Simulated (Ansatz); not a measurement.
Predict the output of the script below (the Ansatz DFT code, driven from Python).

Script `conformers_c3h5cl2f.py`:
```python
from dataclasses import dataclass

import ansatz as az
from rdkit import Chem
from rdkit.Chem import AllChem


@dataclass(frozen=True)
class Settings:
    basis_set: str = "def2-SVP"
    functional: str = "b3lyp"
    dispersion: str = "d3bj"


settings = Settings()


def main() -> None:
    rd = Chem.AddHs(Chem.MolFromSmiles("FCCC(Cl)Cl"))
    ids = list(AllChem.EmbedMultipleConfs(rd, numConfs=20, randomSeed=802, pruneRmsThresh=0.4))
    field = [energy for _, energy in AllChem.MMFFOptimizeMoleculeConfs(rd)]
    distinct = {round(e, 2): i for i, e in zip(ids, field)}
    chosen = sorted(distinct.items())[:4]
    found = []
    for force_field, index in chosen:
        geometry = az.Crystal.molecule()
        for atom, xyz in zip(rd.GetAtoms(), rd.GetConformer(index).GetPositions()):
            geometry = geometry.atom(atom.GetSymbol(), xyz.round(5).tolist())
        job = (
            geometry.calculation()
            .basis(gaussian=settings.basis_set)
            .functional(settings.functional, dispersion=settings.dispersion)
        )
        found.append(job.run().report["free_energy_ev"])
    print("conformer   MMFF (kcal/mol)   this level (eV)")
    for (force_field, index), e in zip(chosen, found):
        print(f"{index:9d} {force_field - chosen[0][0]:17.2f} {(e - min(found)):17.3f}")


if __name__ == "__main__":
    main()
```

```console
$ python conformers_c3h5cl2f.py
conformer   MMFF (kcal/mol)   this level (eV)
        6              0.00             0.000
        0              0.77             0.050
        7              1.50             0.084
        3              3.21             0.107
```

Caveats:
- The settings weren't tested for convergence.
- The conformers keep their force-field geometries.
- b3lyp holds the VWN-RPA fit, as in Gaussian; the form of ORCA and Turbomole is b3lyp5.
- Wall time of the script: 21 s on 1 thread of Arm Neoverse V1 (shared host), peak memory 0.38 GiB.
